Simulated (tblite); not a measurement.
Species: PO₄ (charge -3).
SMILES: `O=P([O-])([O-])[O-]`

Computed values, GFN2-xTB/tblite, gas phase, harmonic and unscaled. Errors from tens to a few hundred cm⁻¹ against measured bands are possible. Multiply charged ions are computed bare, without counter-ions or solvent.

Harmonic wavenumbers (cm⁻¹): 384.6, 384.7, 513.4, 513.4, 513.5, 795.7, 899.2, 899.4, 899.5.

A = 4719, B = 4719, C = 4719 MHz; mass 94.953 u (most abundant isotopes); point group Td, symmetry number 12.

**Question.** Zero-point energy?

**Answer.** ½Σν̃ = 2902 cm⁻¹ = 8.30 kcal/mol.

**Question.** Give the ideal-gas entropy at 298.15 K and 1 bar in the rigid-rotor, harmonic-oscillator model (classical rotation).

**Answer.** Translation 39.59, rotation 20.59, vibration 4.55: S = 64.7 cal/(mol K).

**Question.** And Cp and H(298.15 K) − H(0)?

**Answer.** Cp = 16.78 cal/(mol K), of which vibrations give 8.83 (their classical limit is 9 R = 17.9); H(298.15 K) − H(0) = 3.33 kcal/mol without the zero-point energy, 0.96 from vibrations.

**Question.** Which modes carry the vibrational entropy at 298.15 K?

**Answer.** 384.6 cm⁻¹: 1.02; 384.7 cm⁻¹: 1.02; 513.4 cm⁻¹: 0.63; 513.4 cm⁻¹: 0.63; 513.5 cm⁻¹: 0.63; 795.7 cm⁻¹: 0.21 cal/(mol K); the other 3 give 0.42 together.

**Question.** What must be added to the electronic energy to get the Gibbs energy at 298.15 K and 1 bar?

**Answer.** ZPE + [H(298.15 K) − H(0)] − T·S = 8.30 + 3.33 − 19.30 = -7.67 kcal/mol.

On an Intel Xeon 6975P-C with one thread, no GPU, shared host with 192 logical CPUs at a one-minute load of 62, this took under 0.1 s wall. The figure is for the frequency step alone.
